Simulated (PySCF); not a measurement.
# C5H10S (2H-Thiopyran, tetrahydro-): the cost of one run

Programs: PySCF 2.14.0, with density-fitted response routines of our own. Each step states its level of theory. These are calculated values for one molecule in the gas phase, unless marked as measured. Atoms count from 0, in the outputs and in this text.

## (1) The molecule as given

16 atoms, charge 0, multiplicity 1; geometry from: MMFF94s. The atoms were then displaced at random by about 0.03 Å, so the start is not that level's minimum.

Bonds of the start (Å): C0–C1 1.63, C1–C2 1.52, C2–S3 1.94, S3–C4 1.75, C4–C5 1.48, C5–C0 1.52, C0–H6 1.08, C0–H7 1.02, C1–H8 1.11, C1–H9 1.06, C2–H10 1.06, C2–H11 1.15, C4–H12 1.09, C4–H13 1.05, C5–H14 1.09, C5–H15 1.10.

## (2) Optimising the geometry at PBE0-D3(BJ)/def2-SVP

Job settings and geometry (Å):

```
{"job": {"xc": "PBE0", "basis": "def2-SVP", "d3": "d3bj", "grid": 1, "shake": 0.03, "kind": "geom"}, "charge": 0, "multiplicity": 1}
C      0.015630    -1.255890     0.174090
C     -1.348750    -0.414160    -0.109490
C     -1.332310     1.031400     0.366690
S      0.152260     1.985420    -0.429520
C      1.435530     0.853120    -0.078480
C      1.163000    -0.538590    -0.515790
H      0.153940    -1.254500     1.243740
H     -0.120900    -2.189100    -0.219740
H     -2.166820    -0.895570     0.458210
H     -1.570020    -0.427140    -1.145840
H     -2.248680     1.532040     0.212640
H     -1.096680     1.071950     1.496100
H      1.554750     0.932330     1.001580
H      2.283580     1.271940    -0.530060
H      1.038780    -0.611150    -1.598160
H      2.052340    -1.126040    -0.259560
```

The run is started by

```sh
$ OMP_NUM_THREADS=1 python probes_run.py task.json out
```

This one command runs all jobs of the session in turn.

**Question.** How long does this first job take on 1 thread of Arm Neoverse V1, shared host, and how much memory does it need?

About 58 s, with a peak of 0.6 GiB.
